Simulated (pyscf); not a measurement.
Structures and frequencies: ωB97X-D3(BJ)/def2-SVP in PySCF.

Q: `[OH][SiH2][F]` + `[NH3]` → `[NH2][SiH]([OH])[F]` + `[H][H]`
Surface: singlet. Broken: H–Si, H–N. Formed: N–Si, H–H. Give ΔE‡ and ΔE from ωB97M-D3(BJ)/def2-TZVP, relative to the separated reactants.

A: ΔE‡ = 1.54 eV, ΔE = -0.59 eV. Zero-point energy shifts the barrier by -0.02 eV. It is a four-centre exchange, with an imaginary mode of 1434i cm⁻¹. On the reactant side the descent ends in a complex, 0.21 eV under the separated species and 1.76 eV under the saddle at ωB97X-D3(BJ)/def2-TZVP. At the saddle there is also a short H–Si contact that neither side keeps. The same reactants have a lower exit, to H₂N–SiH₂–OH + HF (barrier +1.02 eV at ωB97M-D3(BJ)/def2-TZVP, against +1.54 eV here). This is the saddle that the search found; another between the same sides may lie lower.
